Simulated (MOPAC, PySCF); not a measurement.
C₂H₆O, SMILES `COC`, neutral singlet in the gas phase. 

Cartesian coordinates (Å):
SMILES: COC
```xyz
9

C      1.1666    -0.0192     0.1139
O      0.0297    -0.8187    -0.1232
C     -1.1664    -0.0721    -0.1302
H      1.2862     0.7476    -0.6629
H      2.0355    -0.6752     0.1026
H      1.1080     0.4812     1.0896
H     -1.1569     0.6922    -0.9185
H     -1.9837    -0.7665    -0.3180
H     -1.3334     0.4258     0.8341
```
Charge 0, multiplicity 1.

All levels are single points at this geometry (B3LYP-D3(BJ)/def2-TZVPD); Pople sets use spherical d functions. Orbital energies aren't observables, and empty levels follow the basis.

SVWN5/6-31G* in PySCF gives dipole (D) = 1.21.

Task: Estimate the dipole (D) from each of these levels: B3LYP-D3(BJ)/def2-TZVPD in PySCF; PBE-D3(BJ)/def2-TZVPD in PySCF; B3LYP/3-21G in PySCF; B3LYP/6-311+G** in PySCF; BP86/6-31G* in PySCF; M06-2X/6-31G* in PySCF; PBE/6-31G* in PySCF; HF/6-31G* in PySCF; HF/STO-3G in PySCF; PM3 in MOPAC; PM6 in MOPAC; PM7 in MOPAC.

Result: 
| level | dipole (D) |
|---|---|
| B3LYP-D3(BJ)/def2-TZVPD in PySCF | 1.26 |
| PBE-D3(BJ)/def2-TZVPD in PySCF | 1.15 |
| B3LYP/3-21G in PySCF | 1.41 |
| B3LYP/6-311+G** in PySCF | 1.45 |
| BP86/6-31G* in PySCF | 1.18 |
| M06-2X/6-31G* in PySCF | 1.35 |
| PBE/6-31G* in PySCF | 1.17 |
| HF/6-31G* in PySCF | 1.55 |
| HF/STO-3G in PySCF | 1.27 |
| PM3 in MOPAC | 1.28 |
| PM6 in MOPAC | 1.92 |
| PM7 in MOPAC | 1.75 |
